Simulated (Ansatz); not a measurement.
## C$_{2}$H$_{3}$Cl, singlet in 6-31G: errors against RCCSDTQ

Geometry: MP2(full)/6-31G*, from the G2/97 set.

```xyz
6

C     0.0608    0.8363    0.0000
C     1.3640    1.1088    0.0000
Cl   -0.5708   -0.7747    0.0000
H    -0.7103    1.5973    0.0000
H     2.1169    0.3298    0.0000
H     1.6929    2.1415    0.0000
```

Basis 6-31G; Ansatz 0.2.0. Correlated methods freeze the noble-gas cores, which leaves 18 electrons in 30 orbitals. R marks a restricted (for open shells ROHF) determinant, U an unrestricted one. Active spaces: frontier = (8e, 8o) about the gap.

Full CI isn't at hand for all of this; RCCSDTQ serves as the reference, and is uncertain by about the last step of the cluster series. The frozen core follows each run's orbitals, which can shift R against U totals by a few meV.

Unrestricted rows (U) aren't spin-pure: their determinants' ⟨S²⟩ exceeds S(S+1) by up to 0.10, so they mix in states of higher spin.

- UHF ⟨S²⟩: 0.101
- T1 diagnostic (RCCSD): 0.0101
- largest doubles amplitude (RCCSD): 0.132

| level | E − E(RCCSDTQ) (kJ/mol) | share of correlation (%) | wall time |
| --- | --- | --- | --- |
| RHF | 675.9 | 0.00 | – |
| UHF | 675.0 | 0.13 | 0.48 s |
| RMP2 | 95.7 | 85.84 | – |
| CISD | 79.4 | 88.25 | 0.94 s |
| RCCSD | 20.3 | 96.99 | – |
| RCCSD(T) | 2.3 | 99.66 | 0.51 s |
| BCCD(T) | 2.3 | 99.66 | 0.6 s |
| RCCSDT | 1.1 | 99.84 | – |
| CISDTQ | 5.8 | 99.14 | 3 min (H100) |
| RCCSDT(Q) | -0.1 | 100.01 | 6 s |
| CASSCF (frontier space) | 397.5 | 41.19 | – |
| NEVPT2 (frontier space) | 71.7 | 89.39 | 4.5 s |
| MRCISD (frontier space) | 28.9 | 95.72 | – |
| MRCISD+Q (frontier space) | 4.7 | 99.30 | 6 s |
| MRCISD+Q(relaxed) (frontier space) | 3.6 | 99.46 | 6.5 s |

The correlation energy at RCCSDTQ, counted from RHF, is -7.005 eV. That run took 9 s on 5 threads of AMD EPYC 7R13 with a whole H100 80 GB, shared host.

Times hold each run's SCF and search for its determinant on a shared host, so for small cases they say little of a method's own cost; rows without a card ran on 1 thread of AMD EPYC 7R13.

Atomization energy (electronic, same basis, no zero-point term; atoms at the same level, unrestricted beside the R rows where the molecule is a closed shell, with restricted open-shell steps beyond CCSDT(Q)) at RCCSDTQ: 1935.9 kJ/mol. Errors of other levels:

| level | error (kJ/mol) |
| --- | --- |
| RHF | -398.0 |
| UHF | -397.2 |
| RMP2 | -7.0 |
| CISD | -74.2 |
| RCCSD | -17.0 |
| RCCSD(T) | -1.5 |
| BCCD(T) | -1.3 |
| RCCSDT | -1.2 |
| CISDTQ | -5.6 |
| RCCSDT(Q) | 0.1 |

This basis is far from its limit, so the value isn't to be set against a measured one. Truncated CI isn't size-consistent, which counts against it in atomization.
